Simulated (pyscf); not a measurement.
## Hydrogen abstraction: H₂N–SiH(NH₂)–NH₂ + H atom (H•) → •HN–SiH(NH₂)–NH₂ + hydrogen (H₂)

Gas phase, doublet surface, charge 0. Bonds broken: N1–H5. Bonds formed: H5–H12. Structures and frequencies: ωB97X-D3(BJ)/def2-SVP in PySCF.

Transition state (Å):

```xyz
12

N      0.9774     0.0163    -0.5484
Si    -0.6242     0.3882     0.1239
N     -0.5766     1.5276     1.4150
N     -1.3091    -1.0562     0.7855
H      0.7578    -0.6829    -1.6923
H      1.4869    -0.6876     0.0005
H     -1.3490     1.0540    -0.9951
H     -0.1709     1.2719     2.3092
H     -0.4569     2.5153     1.2191
H     -1.2312    -1.9302     0.2758
H     -2.1896    -1.0066     1.2886
H      0.4451    -1.3455    -2.1919
```

One imaginary mode, 1194i cm⁻¹; descent along it reached the two sides named.

```csv
bond,change,reactant side (Å),saddle,product side
N1–H5,breaks,1.014,1.359,2.546
H5–H12,forms,3.1,0.887,0.763
```

Electronic energies relative to the separated reactants (kcal/mol):

| level | barrier | reaction energy | reverse barrier |
|---|---|---|---|
| ωB97X-D3(BJ)/def2-TZVP | 17.2 | +9.2 | 8.0 |
| PBE/def2-TZVP | 11.1 | +9.9 | 1.2 |
| r²SCAN/def2-TZVP | 10.5 | +6.0 | 4.4 |
| B3LYP-D3(BJ)/def2-TZVP | 11.1 | +5.6 | 5.5 |
| PBE0-D3(BJ)/def2-TZVP | 15.0 | +10.5 | 4.5 |
| M06-2X/def2-TZVP | 19.7 | +10.3 | 9.4 |
| ωB97M-D3(BJ)/def2-TZVP | 17.4 | +9.6 | 7.8 |
| HF/def2-TZVP | 27.2 | +4.1 | 23.2 |

With ωB97M-D3(BJ)/def2-TZVP energies and thermal terms (ideal gas, 1 atm, RRHO with modes under 100 cm⁻¹ raised to 100, one conformer, R ln 2 for chiral ones without a mode under 150 cm⁻¹), in kcal/mol:

| T (K) | ΔH‡ | ΔG‡ | ΔH | ΔG |
|---|---|---|---|---|
| 298 | 15.4 | 22.1 | +7.6 | +5.6 |
| 600 | 14.8 | 29.2 | +7.8 | +3.4 |
| 900 | 14.5 | 36.5 | +7.6 | +1.3 |
| 1200 | 14.4 | 43.8 | +7.2 | -0.8 |

The same reactants have a lower exit, to H₂N–Si•(NH₂)–NH₂ + H₂ (barrier +4.8 kcal/mol at ωB97M-D3(BJ)/def2-TZVP, against +17.4 kcal/mol here). •HN–SiH(NH₂)–NH₂ lies 16.4 kcal/mol over its isomer H₂N–Si•(NH₂)–NH₂ (electronic energy, ωB97M-D3(BJ)/def2-TZVP). One saddle was located; it need not be the lowest between these sides. The angle at the transferred H is 156°.
